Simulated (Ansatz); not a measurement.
**BF+ (quartet): wave-function methods side by side, def2-QZVPP**

The task here is to estimate one member of a computed series from the others.

The runs use Ansatz 0.2.0, Gaussian basis; def2-QZVPP, core rule «outside noble gas», up to 2 orbitals frozen.

To be run: UHF; ROHF; CCSD(T) on UHF.

### The system

The geometry is a PBE0/def2-TZVP stationary point (not a proven minimum) of the parent state, kept for this charge and spin.

2 atoms, charge 1, spin multiplicity 4.

Atoms are counted from 1 here; the program's logs count them from 0.

Bond lengths: B1–F2 1.212 Å.

The first run:

Contents of in.yaml:

```yaml
crystal:
  periodic: [false, false, false]
  atoms:
    - {symbol: B, position_ang: [0.000000, 0.000000, 0.000000]}
    - {symbol: F, position_ang: [0.000000, 0.000000, 1.212300]}
basis:
  gaussian: {orbitals: "def2-QZVPP.json"}
total_charge: 1
magnetization: {spin_polarized: true, initial_magnetization: 3}
hamiltonian: {xc: hf}
output: {orbitals: {seedname: orbitals}}
```

Command:

```sh
ansatz run in.yaml --threads 1 --pin off --events-out ev --progress --plain --max-ram 2393MiB
```

Among the steps run: UHF; ROHF; CCSD(T) on UHF.

One of the session's tables, all rows but one given; the rest of the session is left out.

It belongs to the step «Misses and costs». 

| method | from UCCSD(T) (kJ/mol) |
| --- | --- |
| ROHF | +683.0 |
| UHF | +668.6 |
| UMP2 | ? |
| UCCSD | +15.4 |
| UCCSD(T) | 0 |

Q: Estimate the row for UMP2 from the others.

The run gave: from UCCSD(T) (kJ/mol): +55.5. In the column «from UCCSD(T) (kJ/mol)» it lies between UCCSD (+15.4) and UHF (+668.6).
